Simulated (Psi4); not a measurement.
This Psi4 input (B3LYP/6-311G**) gives -93.73314 Eh with 48 basis functions.

```
memory 2025 MB

molecule {
1 1
C    -0.00000000   -0.00000000   -0.59802389
N     0.00000000    0.00000000    0.53145448
H    -0.00000000   -0.00000000   -1.67932452
H     0.00000000    0.00000000    1.54728651
}

set {
  basis 6-311g**
  scf_type df
}

energy('b3lyp')
print_variables()
```

Change:
```diff
- basis 6-311g**
+ basis 6-31g**
```

What does the run give now?

-93.70855 Eh (B3LYP/6-31G**, 40 functions), a change of +24.59 mEh.
